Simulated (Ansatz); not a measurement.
Cost against result

The pair of NH3 (SMILES N, atoms 1–4) and C2H4 (SMILES C=C, atoms 5–10), both closed shells, in one local arrangement (a lower one may exist), relaxed at PBE0-D4/def2-TZVP:

```tsv
atom	x (Å)	y (Å)	z (Å)
N1	-0.2465	-0.2428	-2.2205
H2	0.5128	0.3445	-2.5434
H3	-0.1487	-1.1370	-2.6856
H4	-1.1077	0.1739	-2.5529
C5	-0.1260	-0.3601	1.3472
C6	0.4548	0.6449	1.9844
H7	-0.1948	-0.3889	0.2627
H8	-0.5553	-1.1938	1.8951
H9	0.5251	0.6763	3.0670
H10	0.8863	1.4829	1.4459
```

Interaction energies are counterpoise-corrected; the time is that of the whole pair.

Program: Ansatz 0.2.0. Basis: as named in each row. Cores are frozen in the correlated methods. B3LYP uses VWN-RPA correlation. Extrapolation: Hartree–Fock as exp(−7.88 √X), correlation as X^−2.97.

Times are rough, for one single point on 4 threads of a shared host (Arm Neoverse V2).

The estimate by CCSD(T) at an estimated basis limit (MP2 extrapolated from triple and quadruple zeta, plus CCSD(T) − MP2 in triple zeta) is -1.25 kcal/mol.

```
   method        basis  time (s)  interaction energy (kcal/mol)  method less estimate
       HF       STO-3G   under 1                          -0.11                  1.14
   PBE-D4       STO-3G   under 1                          -1.96                 -0.71
 B3LYP-D4        6-31G   under 1                          -2.16                 -0.90
    SPW92     def2-SVP   under 1                          -3.18                 -1.93
   PBE-D4     def2-SVP   under 1                          -2.11                 -0.86
  PBE0-D4     def2-SVP   under 1                          -2.02                 -0.76
  CCSD(T)     def2-SVP   under 1                          -0.73                  0.52
   PBE-D4  def2-TZVPPD         1                          -1.61                 -0.36
revPBE-D4  def2-TZVPPD         1                          -1.15                  0.10
  wB97M-V     def2-SVP         1                          -1.63                 -0.37
  BLYP-D4  def2-TZVPPD         1                          -1.11                  0.15
  PBE0-D4  def2-TZVPPD         1                          -1.54                 -0.29
 B3LYP-D4  def2-TZVPPD         1                          -1.29                 -0.04
 HSE06-D4  def2-TZVPPD         1                          -1.56                 -0.30
r2SCAN-D4  def2-TZVPPD         2                          -1.06                  0.19
   B2PLYP  def2-TZVPPD         2                          -0.81                  0.44
  wB97X-V  def2-TZVPPD         4                          -1.24                  0.02
  wB97M-V  def2-TZVPPD         4                          -1.21                  0.05
   B97M-V  def2-TZVPPD         4                          -1.31                 -0.06
      MP2  def2-QZVPPD        10                          -1.17                  0.09
  CCSD(T)  def2-TZVPPD        40                          -1.09                  0.16
```

T1 diagnostic: at most 0.011.
